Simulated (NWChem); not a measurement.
# Correlation energy of acetamide (C2H5NO)

SMILES: C(N)(=O)C
```xyz
9

C     -0.7214     1.2063    -0.0013
C      0.1709    -0.0277    -0.0055
N     -0.4991    -1.2212    -0.0224
O      1.3847     0.0352     0.0236
H     -1.1593     1.3490     1.0006
H     -1.5492     1.1214    -0.7231
H     -0.1090     2.0834    -0.2434
H      0.0440    -2.0758     0.0109
H     -1.5077    -1.2830    -0.0355
```
Charge 0, spin multiplicity 1.

Program: NWChem. All single points use one geometry, from B3LYP/def2-SVP, a minimum by its harmonic frequencies. It is one conformer; others weren't searched.

Basis set: def2-SVP. Each correlation energy counts from its own Hartree-Fock reference.

The correlated methods keep 4 core orbitals frozen. No row is a measurement; the coupled-cluster row has its own basis-set and correlation limits.

Question: Order these methods by the correlation energy they give, lowest first: CCSD+T(CCSD), SCS-MP2, CCSD(T), CCSD.

Answer: CCSD+T(CCSD) (-676.0 mHa), CCSD(T) (-674.5 mHa), CCSD (-654.4 mHa), SCS-MP2 (-611.5 mHa)
